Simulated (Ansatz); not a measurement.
Program: Ansatz. Geometries: PBE0-D4/def2-TZVP. ΔE: electronic, gas phase. CBS: MP2 limit from def2 TZ/QZ plus the TZ coupled-cluster correction, frozen cores. This one scheme is used for every species, atoms too. Functionals use def2-TZVPP. B3LYP here is the variant with VWN-RPA as its local correlation; programs differ in this. HSE06 is defined as in plane-wave codes. No spin–orbit coupling; open shells (•) take unrestricted orbitals.

Consider the homolysis of the H–Si bond: trisilane → H• + `[SiH3][SiH][SiH3]`•.

```csv
level,ΔE (eV),difference from CCSD(T)/CBS
B97M-V,3.84,-0.12
HSE06-D4,3.74,-0.22
BHLYP-D4,3.88,-0.08
ωB97X-V,3.96,0.00
r2SCAN,3.73,-0.23
B3LYP,3.86,-0.10
r2SCAN0,3.75,-0.21
HSE06,3.73,-0.23
BHLYP,3.88,-0.08
LC-ωPBE,3.76,-0.20
HF/def2-SVP,3.05,-0.91
CCSD(T)/def2-SVP,3.76,-0.20
CCSD/def2-TZVPP,3.87,-0.09
CCSD(T)/def2-TZVPP,3.88,-0.08
MP2/CBS(def2),3.86,-0.10
CCSD/CBS(def2),3.95,-0.01
CCSD(T)/CBS,3.96,0
```

Largest T1 diagnostic among the species: 0.015.

In def2-TZVPP, CCSD(T) changes the Hartree–Fock value by +0.81 eV (the triples alone add +0.01 eV) and MP2 by +0.72 eV; breaking electron pairs costs correlation energy, which Hartree–Fock lacks. Leaving LDA and LC-ωPBE aside and taking each functional with its dispersion term where it has one, the values, not all of them listed here, spread over 0.29 eV, from revPBE-D4 to ωB97X-V. LDA lies +0.41 eV from PBE without D4, its usual overbinding. From BLYP to BHLYP (50 % exact exchange), in def2-TZVPP and without D4, ΔE moves by +0.09 eV.
